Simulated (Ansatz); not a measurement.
Born–Oppenheimer molecular dynamics of C$_{2}$H$_{4}$F$_{2}$S (9 atoms, charge 0, multiplicity 1). It starts from a relaxed structure.

Level of theory: UKS PBE/6-31G* in Ansatz.

```yaml
ensemble: NVT, Langevin thermostat
time_step: 0.25 fs
steps_asked: 300
set_temperature: 1500 K
friction: 0.01 /fs
seed: 817253
```

Frames 2.5 fs apart, positions in Å, forces in eV/Å.

Velocities at 2.5 fs (Å/ps):

```
C -2.75 -7.65 -9.24
S 0.11 5.50 9.98
C -5.96 9.64 -7.85
F 4.76 -3.94 -13.30
F 4.48 -6.09 14.08
H -2.03 -20.31 -3.75
H 32.38 -20.48 -14.81
H -11.96 25.31 -15.40
H -38.87 41.00 -12.25
```

```xyz
9
Properties=species:S:1:pos:R:3:forces:R:3 time_fs=2.5 energy_less_start_eV=0.518 T=1057
C -0.886 -0.271 0.996 0.20 -1.68 -0.32
S 0.310 1.077 0.619 0.01 -0.39 -0.34
C 0.914 0.372 -0.991 0.38 -0.92 1.79
F 1.496 -0.898 -0.793 -0.01 1.20 -0.09
F -0.073 0.166 -1.843 -1.48 -0.19 -1.13
H -1.381 0.005 1.965 0.30 -0.24 -0.61
H -0.230 -1.311 1.164 -1.99 2.42 -0.65
H -1.702 -0.294 0.139 1.58 -0.41 1.60
H 1.582 1.107 -1.412 1.01 0.22 -0.25
9
Properties=species:S:1:pos:R:3:forces:R:3 time_fs=5.0 energy_less_start_eV=0.612 T=823
C -0.894 -0.296 0.973 0.74 -0.76 0.37
S 0.311 1.086 0.643 -0.05 -0.75 -0.63
C 0.899 0.393 -1.007 2.20 -0.24 2.49
F 1.513 -0.906 -0.825 -0.05 1.99 -0.05
F -0.064 0.151 -1.814 -3.11 -0.58 -2.20
H -1.400 -0.050 1.942 0.39 -0.20 -0.44
H -0.222 -1.281 1.109 -1.88 1.81 -0.59
H -1.694 -0.265 0.164 1.00 -0.61 0.70
H 1.509 1.200 -1.471 0.76 -0.67 0.35
9
Properties=species:S:1:pos:R:3:forces:R:3 time_fs=7.5 energy_less_start_eV=0.762 T=711
C -0.898 -0.323 0.955 1.17 2.27 1.83
S 0.306 1.088 0.662 0.03 -0.82 -0.90
C 0.893 0.414 -1.013 3.16 -0.03 2.66
F 1.535 -0.915 -0.853 -0.11 2.46 0.12
F -0.059 0.129 -1.794 -3.84 -0.67 -2.64
H -1.416 -0.089 1.897 0.25 -0.14 0.23
H -0.271 -1.172 1.029 0.27 -1.47 -0.09
H -1.629 -0.269 0.218 -1.38 -0.45 -1.93
H 1.488 1.248 -1.511 0.43 -1.15 0.73
9
Properties=species:S:1:pos:R:3:forces:R:3 time_fs=10.0 energy_less_start_eV=0.812 T=643
C -0.897 -0.337 0.945 -0.68 4.18 1.14
S 0.300 1.091 0.679 0.10 -0.92 -1.13
C 0.906 0.430 -0.998 1.88 -1.20 2.17
F 1.558 -0.921 -0.876 -0.11 2.69 0.36
F -0.065 0.103 -1.780 -2.74 -0.06 -1.84
H -1.412 -0.103 1.888 0.21 -0.34 0.15
H -0.283 -1.136 0.954 1.85 -3.44 0.20
H -1.614 -0.313 0.175 -1.04 -0.22 -1.38
H 1.504 1.241 -1.476 0.52 -0.71 0.32
9
Properties=species:S:1:pos:R:3:forces:R:3 time_fs=12.5 energy_less_start_eV=0.677 T=841
C -0.907 -0.332 0.940 0.78 -0.62 -1.03
S 0.290 1.091 0.696 0.08 -1.00 -1.33
C 0.927 0.439 -0.968 -0.48 -3.40 1.69
F 1.574 -0.915 -0.900 0.03 2.64 0.74
F -0.075 0.075 -1.766 -1.40 0.75 -0.80
H -1.410 -0.116 1.904 0.22 -0.49 -0.20
H -0.204 -1.256 0.899 -1.46 1.12 0.45
H -1.669 -0.396 0.085 0.91 0.22 1.03
H 1.524 1.179 -1.433 1.33 0.78 -0.55
9
Properties=species:S:1:pos:R:3:forces:R:3 time_fs=15.0 energy_less_start_eV=0.911 T=571
C -0.926 -0.329 0.939 1.25 -2.29 -1.04
S 0.284 1.087 0.708 -0.10 -1.19 -1.40
C 0.945 0.422 -0.932 -0.81 -3.09 0.15
F 1.587 -0.902 -0.919 0.12 2.18 1.14
F -0.088 0.053 -1.757 -0.45 1.25 -0.03
H -1.406 -0.150 1.937 0.36 -0.49 -0.66
H -0.171 -1.333 0.870 -2.25 2.41 0.62
H -1.710 -0.483 0.081 1.30 0.74 1.44
H 1.594 1.135 -1.413 0.59 0.49 -0.21
9
Properties=species:S:1:pos:R:3:forces:R:3 time_fs=17.5 energy_less_start_eV=0.570 T=814
C -0.944 -0.340 0.938 2.03 -1.16 0.72
S 0.285 1.079 0.718 -0.22 -1.36 -1.44
C 0.963 0.394 -0.907 -0.18 -1.55 -1.21
F 1.602 -0.883 -0.932 0.25 1.41 1.39
F -0.099 0.034 -1.746 0.09 1.45 0.36
H -1.364 -0.206 1.963 0.11 -0.25 -0.55
H -0.254 -1.270 0.877 -1.09 1.12 0.47
H -1.698 -0.512 0.168 -0.24 0.75 -0.24
H 1.676 1.121 -1.402 -0.74 -0.40 0.49
9
Properties=species:S:1:pos:R:3:forces:R:3 time_fs=20.0 energy_less_start_eV=0.881 T=652
C -0.962 -0.358 0.944 0.78 3.95 1.91
S 0.285 1.073 0.727 -0.24 -1.71 -1.42
C 0.981 0.357 -0.900 -0.27 -0.15 -1.47
F 1.613 -0.865 -0.939 0.59 0.25 1.51
F -0.108 0.017 -1.727 0.28 1.41 0.39
H -1.312 -0.270 1.960 -0.60 0.29 0.55
H -0.402 -1.177 0.930 2.86 -4.00 -0.14
H -1.700 -0.483 0.240 -2.12 0.50 -1.99
H 1.725 1.090 -1.395 -1.29 -0.53 0.65
9
Properties=species:S:1:pos:R:3:forces:R:3 time_fs=22.5 energy_less_start_eV=0.607 T=987
C -0.981 -0.362 0.958 1.03 0.62 0.43
S 0.284 1.065 0.739 -0.22 -2.10 -1.29
C 0.998 0.321 -0.895 -1.77 0.74 -1.00
F 1.624 -0.843 -0.940 1.28 -1.55 1.58
F -0.119 0.002 -1.704 0.34 1.27 0.33
H -1.303 -0.294 1.990 -0.69 0.55 0.46
H -0.443 -1.300 0.999 0.58 -0.52 -0.59
H -1.796 -0.418 0.228 0.06 0.43 -0.03
H 1.706 1.023 -1.377 -0.60 0.57 0.12
9
Properties=species:S:1:pos:R:3:forces:R:3 time_fs=25.0 energy_less_start_eV=1.068 T=602
C -0.995 -0.358 0.973 0.34 -1.74 0.74
S 0.283 1.055 0.753 -0.15 -2.35 -1.15
C 1.008 0.294 -0.891 -3.83 1.00 -0.02
F 1.636 -0.826 -0.939 1.97 -3.22 1.56
F -0.131 -0.009 -1.680 0.43 1.10 0.26
H -1.332 -0.290 2.050 -0.09 0.43 -0.89
H -0.474 -1.472 1.030 -0.98 2.68 -0.82
H -1.896 -0.310 0.232 1.67 -0.06 1.16
H 1.668 0.970 -1.347 0.64 2.17 -0.85
9
Properties=species:S:1:pos:R:3:forces:R:3 time_fs=27.5 energy_less_start_eV=0.911 T=817
C -1.011 -0.357 0.987 0.35 -1.13 1.51
S 0.284 1.045 0.769 -0.03 -2.50 -1.09
C 0.999 0.280 -0.886 -2.67 2.81 -0.44
F 1.659 -0.814 -0.934 1.99 -3.31 1.37
F -0.139 -0.017 -1.656 0.41 0.86 0.14
H -1.350 -0.253 2.070 0.14 0.20 -1.04
H -0.573 -1.495 1.012 -0.72 2.70 -0.71
H -1.899 -0.192 0.306 0.99 -0.39 0.45
H 1.666 1.027 -1.335 -0.46 0.77 -0.18
9
Properties=species:S:1:pos:R:3:forces:R:3 time_fs=30.0 energy_less_start_eV=0.645 T=1068
C -1.033 -0.361 1.007 1.30 1.73 1.39
S 0.279 1.029 0.783 0.18 -2.51 -1.08
C 0.976 0.279 -0.883 -1.04 3.24 -0.19
F 1.690 -0.807 -0.928 1.36 -2.15 1.12
F -0.142 -0.023 -1.631 0.16 0.60 -0.18
H -1.341 -0.196 2.032 -0.22 0.01 0.69
H -0.725 -1.392 0.940 0.68 -0.49 -0.49
H -1.851 -0.095 0.405 -1.29 0.08 -1.32
H 1.647 1.108 -1.299 -1.12 -0.50 0.06
```

Of the whole run (75 fs, mean temperature of the second half 1025 K): The mean temperature of the second half is 32 % below the set value. A run of 0.075 ps of so small a system gives no equilibrium averages.

Time of the run: 20 min on 2 threads of Arm Neoverse N1, on a shared host, peak memory 0.16 GiB.
